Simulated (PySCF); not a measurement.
## CS₂, singlet: structure and spectrum

Computed with PBE in PySCF with C def2-TZVP, S def2-TZVP; no relativity; density-fitted integrals.

The structure is a minimum.

```
Point group                                                                   : D∞h
Bond lengths                                                                  : C–S 1.562 Å (×2)
Bond angles                                                                   : S–C–S 180.0°
Zero-point energy                                                             : 17.9 kJ/mol
Rotational constants                                                          : 0.1081 cm⁻¹
Principal polarisabilities                                                    : 28.7, 28.7, 89.7 bohr³
Heat capacity Cp at 298.15 K                                                  : 45.6 J/(mol K)
Principal quadrupole moments (Buckingham, traceless) about the centre of mass : -1.46, -1.46, 2.92 D Å
Lowest empty level                                                            : -2.82 eV
Atomisation energy without zero-point energy                                  : 1264 kJ/mol
Entropy at 298.15 K and 1 bar                                                 : 238.1 J/(mol K)
Dipole moment                                                                 : 0.00 D
Enthalpy at 298.15 K above 0 K                                                : 10.69 kJ/mol
Highest occupied level                                                        : -6.78 eV
Rotational symmetry number                                                    : 2
```

Harmonic modes (masses in u: C 12.000, S 31.972):
| symmetry | ω (cm⁻¹) | IR (km/mol, summed over degenerate members) |
| --- | --- | --- |
| πu | 392 | 6.8 |
| σg+ | 664 | 0.0 |
| σu+ | 1550 | 494 |

In D∞h the vibrations span πu + σg+ + σu+. The σg+ mode carries no infrared intensity, as symmetry demands. With a centre of inversion only u modes can be infrared active and only g modes Raman active.

Charges (e):
```
atom  Mulliken  Löwdin  polar tensor  Mayer order to C1
  C1      0.12   -0.88          0.63                  –
S2,3     -0.06    0.44         -0.31               2.12
```
Other Mayer orders above 0.3: S–S 0.44.

Mulliken populations on C1: s 3.11, p 2.64, d 0.11, f 0.01.

Outer orbital energies (eV). occupied: -21.28, -19.11, -12.61, -10.59, -9.55, -9.55, -6.78, -6.78; empty: -2.82, -2.82, 0.22, 1.93.

Counting electrons, carbon keeps none of its valence electrons outside its bonds, so the VSEPR class is AX2 and the expected shape is linear (D∞h), as computed.

The final relaxation and frequency run took 12 s on 2 threads of a shared Arm Neoverse V2 host, with 105 basis functions and 7 gradients; the process peaked at 0.86 GiB.
